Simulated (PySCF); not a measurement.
# H₂O: NMR shieldings, part 2 of 2

PySCF 2.14.0. Atoms count from 0. The steps go on from the part before.

## Step 5: NMR shieldings: PBE/pcJ-1, spin-free

Job settings and geometry (Å):

```
{"job": {"xc": "PBE", "basis": {"default": "pcJ-1"}, "rel": "sf", "kind": "hnmr"}, "charge": 0, "multiplicity": 1}
O      0.005858     0.386880     0.002812
H     -0.754244    -0.203603    -0.013631
H      0.754396    -0.218217    -0.008360
```

Level: PBE/pcJ-1 GIAO NMR shielding, spin-free X2C, Gaussian nuclei, gas phase.

The log of the run:

```text
spin-free SCF
coarse grid: 2328 points
cycle   1  E = -76.2700251304  dE =  5.763e-02  |g| = 7.857e-01  |ddm| = 9.874e-01
cycle   2  E = -76.0380742531  dE =  2.320e-01  |g| = 1.372e+00  |ddm| = 1.085e+00
cycle   3  E = -76.3753930478  dE = -3.373e-01  |g| = 3.777e-02  |ddm| = 7.513e-01
cycle   4  E = -76.3756531618  dE = -2.601e-04  |g| = 7.487e-03  |ddm| = 2.104e-02
cycle   5  E = -76.3756610801  dE = -7.918e-06  |g| = 7.968e-04  |ddm| = 3.391e-03
final grid: 21952 points
cycle   6  E = -76.3951395785  dE = -7.236e-05  |g| = 6.163e-03  |ddm| = 7.976e-03
cycle   7  E = -76.3951323215  dE =  7.257e-06  |g| = 8.520e-03  |ddm| = 5.932e-03
cycle   8  E = -76.3951432564  dE = -1.093e-05  |g| = 1.276e-03  |ddm| = 4.289e-03
cycle   9  E = -76.3951435361  dE = -2.797e-07  |g| = 2.417e-05  |ddm| = 6.081e-04
cycle  10  E = -76.3951435362  dE = -9.747e-11  |g| = 2.602e-06  |ddm| = 1.385e-05
converged SCF energy = -76.3951435362
check of the scalar solution
cycle   1  E = -76.3951435362  dE = -7.640e+01  |FDS-SDF| = 2.602e-06
cycle   2  E = -76.3951435362  dE = -2.416e-13  |FDS-SDF| = 2.163e-06
converged, E = -76.3951435362

Field gradients (au) and densities at the nuclei (bohr^-3)
atom        Vxx        Vyy        Vzz        centre      nuclear mean
  0 O      0.2557     1.6945    -1.9502        311.503        311.493
  1 H     -0.1984    -0.2696     0.4680          0.476          0.476
  2 H     -0.1985    -0.2697     0.4682          0.476          0.476

Core orbital energies (eV)
atom   shell        mean    spread

Shielding tensors (ppm)
atom      isotropic    diamagn.    paramagn.     s11        s22        s33       span
  0 O       336.38      387.16      -50.78     316.76     340.33     352.05      35.29
  1 H        31.41       30.22        1.20      24.18      25.92      44.13      19.95
  2 H        31.41       30.22        1.20      24.18      25.92      44.14      19.96
```

Run time: 0.45 s. Hardware: 1 thread of Arm Neoverse V2, shared host; peak memory 0.31 GiB.

## Step 6: NMR shieldings: PBE/pcJ-1, spin-free

Job settings and geometry (Å):

```
{"job": {"xc": "PBE", "basis": {"default": "pcJ-1"}, "rel": "sf", "two": true, "kind": "hnmr"}, "charge": 0, "multiplicity": 1}
O      0.005858     0.386880     0.002812
H     -0.754244    -0.203603    -0.013631
H      0.754396    -0.218217    -0.008360
```

Level: PBE/pcJ-1 GIAO NMR shielding, X2C without spin-orbit coupling but with the spin-dependent field terms, Gaussian nuclei, gas phase.

The log of the run:

```text
spin-free SCF
coarse grid: 2328 points
cycle   1  E = -76.2700251304  dE =  5.763e-02  |g| = 7.857e-01  |ddm| = 9.874e-01
cycle   2  E = -76.0380742531  dE =  2.320e-01  |g| = 1.372e+00  |ddm| = 1.085e+00
cycle   3  E = -76.3753930478  dE = -3.373e-01  |g| = 3.777e-02  |ddm| = 7.513e-01
cycle   4  E = -76.3756531618  dE = -2.601e-04  |g| = 7.487e-03  |ddm| = 2.104e-02
cycle   5  E = -76.3756610801  dE = -7.918e-06  |g| = 7.968e-04  |ddm| = 3.391e-03
final grid: 21952 points
cycle   6  E = -76.3951395785  dE = -7.236e-05  |g| = 6.163e-03  |ddm| = 7.976e-03
cycle   7  E = -76.3951323215  dE =  7.257e-06  |g| = 8.520e-03  |ddm| = 5.932e-03
cycle   8  E = -76.3951432564  dE = -1.093e-05  |g| = 1.276e-03  |ddm| = 4.289e-03
cycle   9  E = -76.3951435361  dE = -2.797e-07  |g| = 2.417e-05  |ddm| = 6.081e-04
cycle  10  E = -76.3951435362  dE = -9.747e-11  |g| = 2.602e-06  |ddm| = 1.385e-05
converged SCF energy = -76.3951435362
two-component SCF
cycle   1  E = -76.3951435362  dE = -7.640e+01  |FDS-SDF| = 2.602e-06
cycle   2  E = -76.3951435362  dE = -6.395e-13  |FDS-SDF| = 2.163e-06
converged, E = -76.3951435362

Field gradients (au) and densities at the nuclei (bohr^-3)
atom        Vxx        Vyy        Vzz        centre      nuclear mean
  0 O      0.2557     1.6945    -1.9502        311.503        311.493
  1 H     -0.1984    -0.2696     0.4680          0.476          0.476
  2 H     -0.1985    -0.2697     0.4682          0.476          0.476

Core orbital energies (eV)
atom   shell        mean    spread

Shielding tensors (ppm)
atom      isotropic    diamagn.    paramagn.     s11        s22        s33       span
  0 O       339.43      384.97      -45.55     319.89     343.30     355.09      35.19
  1 H        31.41       30.22        1.19      24.18      25.92      44.13      19.95
  2 H        31.41       30.22        1.19      24.18      25.92      44.13      19.95
```

It took 0.71 s on 1 thread of Arm Neoverse V2, shared host; peak memory 0.31 GiB.

## Step 7: NMR shieldings: PBE/pcJ-1, non-relativistic

Job settings and geometry (Å):

```
{"job": {"xc": "PBE", "basis": {"default": "pcJ-1"}, "rel": "nr", "kind": "hnmr"}, "charge": 0, "multiplicity": 1}
O      0.005858     0.386880     0.002812
H     -0.754244    -0.203603    -0.013631
H      0.754396    -0.218217    -0.008360
```

Method: PBE/pcJ-1 GIAO NMR shielding, non-relativistic, Gaussian nuclei, gas phase.

The log of the run:

```text
non-relativistic SCF
coarse grid: 2328 points
cycle   1  E = -76.2195461775  dE =  5.608e-02  |g| = 7.765e-01  |ddm| = 9.877e-01
cycle   2  E = -75.9928692413  dE =  2.267e-01  |g| = 1.358e+00  |ddm| = 1.073e+00
cycle   3  E = -76.3229936514  dE = -3.301e-01  |g| = 3.588e-02  |ddm| = 7.405e-01
cycle   4  E = -76.3232245801  dE = -2.309e-04  |g| = 7.436e-03  |ddm| = 1.998e-02
cycle   5  E = -76.3232324096  dE = -7.830e-06  |g| = 7.598e-04  |ddm| = 3.346e-03
final grid: 21952 points
cycle   6  E = -76.3421847817  dE = -7.049e-05  |g| = 5.992e-03  |ddm| = 7.929e-03
cycle   7  E = -76.3421780022  dE =  6.779e-06  |g| = 8.252e-03  |ddm| = 5.756e-03
cycle   8  E = -76.3421882510  dE = -1.025e-05  |g| = 1.250e-03  |ddm| = 4.159e-03
cycle   9  E = -76.3421885195  dE = -2.684e-07  |g| = 2.378e-05  |ddm| = 5.956e-04
cycle  10  E = -76.3421885195  dE = -9.348e-11  |g| = 2.665e-06  |ddm| = 1.351e-05
converged SCF energy = -76.3421885195
check of the scalar solution
cycle   1  E = -76.3421885195  dE = -7.634e+01  |FDS-SDF| = 2.665e-06
cycle   2  E = -76.3421885195  dE = -3.837e-13  |FDS-SDF| = 2.305e-06
converged, E = -76.3421885195

Field gradients (au) and densities at the nuclei (bohr^-3)
atom        Vxx        Vyy        Vzz        centre      nuclear mean
  0 O      0.2525     1.6937    -1.9462        308.899        308.886
  1 H     -0.1987    -0.2698     0.4684          0.476          0.476
  2 H     -0.1987    -0.2699     0.4686          0.476          0.476

Core orbital energies (eV)
atom   shell        mean    spread

Shielding tensors (ppm)
atom      isotropic    diamagn.    paramagn.     s11        s22        s33       span
  0 O       336.46      387.08      -50.63     316.87     340.13     352.37      35.50
  1 H        31.41       30.23        1.18      24.17      25.91      44.15      19.98
  2 H        31.41       30.23        1.18      24.17      25.91      44.16      19.98
```

Run time: 0.42 s. Hardware: 1 thread of Arm Neoverse V2, shared host; peak memory 0.31 GiB.

## Step 8: NMR shieldings: GIAO PBE/pcJ-1, non-relativistic

Job settings and geometry (Å):

```
{"job": {"xc": "PBE", "basis": {"default": "pcJ-1"}, "rel": "ecp", "pop": false, "kind": "hnmr"}, "charge": 0, "multiplicity": 1}
O      0.005858     0.386880     0.002812
H     -0.754244    -0.203603    -0.013631
H      0.754396    -0.218217    -0.008360
```

With the program's defaults for keys left out, this is: GIAO PBE/pcJ-1 NMR shielding, scalar-relativistic core potentials on the heavy atoms, no spin-orbit coupling, gas phase.

The log of the run:

```text
coarse grid: 2328 points
cycle   1  E = -76.2195592652  dE =  5.608e-02  |g| = 7.765e-01  |ddm| = 9.877e-01
cycle   2  E = -75.9928820600  dE =  2.267e-01  |g| = 1.358e+00  |ddm| = 1.073e+00
cycle   3  E = -76.3230068378  dE = -3.301e-01  |g| = 3.588e-02  |ddm| = 7.405e-01
cycle   4  E = -76.3232377687  dE = -2.309e-04  |g| = 7.436e-03  |ddm| = 1.998e-02
cycle   5  E = -76.3232455983  dE = -7.830e-06  |g| = 7.598e-04  |ddm| = 3.346e-03
final grid: 21952 points
cycle   6  E = -76.3421980239  dE = -7.049e-05  |g| = 5.992e-03  |ddm| = 7.929e-03
cycle   7  E = -76.3421912444  dE =  6.779e-06  |g| = 8.252e-03  |ddm| = 5.756e-03
cycle   8  E = -76.3422014933  dE = -1.025e-05  |g| = 1.250e-03  |ddm| = 4.159e-03
cycle   9  E = -76.3422017617  dE = -2.684e-07  |g| = 2.378e-05  |ddm| = 5.956e-04
cycle  10  E = -76.3422017618  dE = -9.361e-11  |g| = 2.665e-06  |ddm| = 1.351e-05
converged SCF energy = -76.3422017618

GIAO shielding tensors (ppm)
atom      isotropic    diamagn.    paramagn.     s11        s22        s33       span
  0 O      336.455     387.082     -50.627    316.868    340.133    352.365     35.497
  1 H       31.410      30.229       1.181     24.172     25.906     44.153     19.981
  2 H       31.412      30.230       1.182     24.173     25.906     44.156     19.983
```

It took 0.42 s on 1 thread of Arm Neoverse V2, shared host; peak memory 0.31 GiB.

No atom here is heavy enough for this basis to carry a core potential, so the run is all-electron and non-relativistic.

## Step 9: Shieldings side by side

```
                                                         run     O0    H1    H2    time
                               step 3, PBE/pcJ-1, spin–orbit  339.6  31.5  31.5   1.1 s
     step 4, PBE/pcJ-1, spin–orbit (one-electron part alone)  339.7  31.5  31.5  0.78 s
                                step 5, PBE/pcJ-1, spin-free  336.4  31.4  31.4  0.45 s
step 6, PBE/pcJ-1, spin-free with spin-dependent field terms  339.4  31.4  31.4  0.71 s
                         step 7, PBE/pcJ-1, non-relativistic  336.5  31.4  31.4  0.42 s
                    step 8, GIAO PBE/pcJ-1, non-relativistic  336.5  31.4  31.4  0.42 s
```

## Step 10: Results

The summary covers parts 1 to 2.

| quantity | value |
| --- | --- |
| point group | C2v |
| rotational constants (main isotopes) | 789.55, 440.60, 282.79 GHz |
| energy from spin-orbit coupling (step 3, PBE/pcJ-1, spin–orbit) | 0.0000 Eh |
| shieldings (step 3, PBE/pcJ-1, spin–orbit) | O0 339.6, H1 31.5, H2 31.5 ppm |
| surface potential, 1st and 99th percentile | -1.87 V and 2.28 V |
| energy from spin-orbit coupling (step 4, PBE/pcJ-1, spin–orbit (one-electron part alone)) | 0.0000 Eh |
| shieldings (step 4, PBE/pcJ-1, spin–orbit (one-electron part alone)) | O0 339.7, H1 31.5, H2 31.5 ppm |
| shieldings (step 5, PBE/pcJ-1, spin-free) | O0 336.4, H1 31.4, H2 31.4 ppm |
| shieldings (step 6, PBE/pcJ-1, spin-free with spin-dependent field terms) | O0 339.4, H1 31.4, H2 31.4 ppm |
| shieldings (step 7, PBE/pcJ-1, non-relativistic) | O0 336.5, H1 31.4, H2 31.4 ppm |
| shieldings (step 8, GIAO PBE/pcJ-1, non-relativistic) | O0 336.5, H1 31.4, H2 31.4 ppm |

Relaxing lowered the energy by 0.089 eV in 3 steps; the close pair that moved most is O0–H2, from 0.913 to 0.963 Å. No frequency check was run at this level, so the end point may be a saddle. O0 moves most between the runs, by 3 ppm; the labels say what changes from run to run.
